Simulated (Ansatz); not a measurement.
A made-up structure of SiH3O2, doublet:

```json
{"atom": "O1", "x (Å)": "-1.1862", "y (Å)": "-0.4434", "z (Å)": "-0.2025"}
{"atom": "Si2", "x (Å)": "1.0710", "y (Å)": "0.2550", "z (Å)": "1.0109"}
{"atom": "O3", "x (Å)": "0.3589", "y (Å)": "0.0833", "z (Å)": "-0.4571"}
{"atom": "H4", "x (Å)": "-1.6253", "y (Å)": "-0.8790", "z (Å)": "-0.9347"}
{"atom": "H5", "x (Å)": "0.3815", "y (Å)": "0.9753", "z (Å)": "-0.8374"}
{"atom": "H6", "x (Å)": "0.9476", "y (Å)": "-0.8260", "z (Å)": "1.9234"}
```

It is relaxed with PBE-D4/def2-SVP and then PBE0-D4/def2-TZVP (Ansatz 0.2.0). Atoms count as bonded within 1.22 times the sum of their covalent radii (H–H: 0.88 Å). The end point is not checked to be a true minimum.

Question: Does its bonding change? (A judgement: the text doesn't fix the answer.)

Answer: The calculation gives: Yes. Formed: O1–Si2; broken: none.

Where it ends: The first stage lowers the energy by 5.80 eV in 15 steps. It ends as SiH₃O₂ ([OH][SiH][OH]):
O1  (-1.409, -0.320, 0.277)
Si2  (0.111, 0.115, 0.730)
O3  (1.109, 0.389, -0.553)
H4  (-1.522, -1.113, -0.253)
H5  (0.863, 1.082, -1.168)
H6  (0.796, -0.987, 1.470)
(Å)

Labels in which every atom is bracketed show which atoms are joined, not bond orders.

For scale, one of the runs: PBE0-D4/def2-TZVP relaxation, 117 basis functions, launched by `ansatz run in.yaml --threads 2 --pin off --events-out ev --progress --plain --max-ram 4352MiB`. The run took about 26 s on 2 CPU threads of an Intel Xeon Platinum 8375C (shared host).
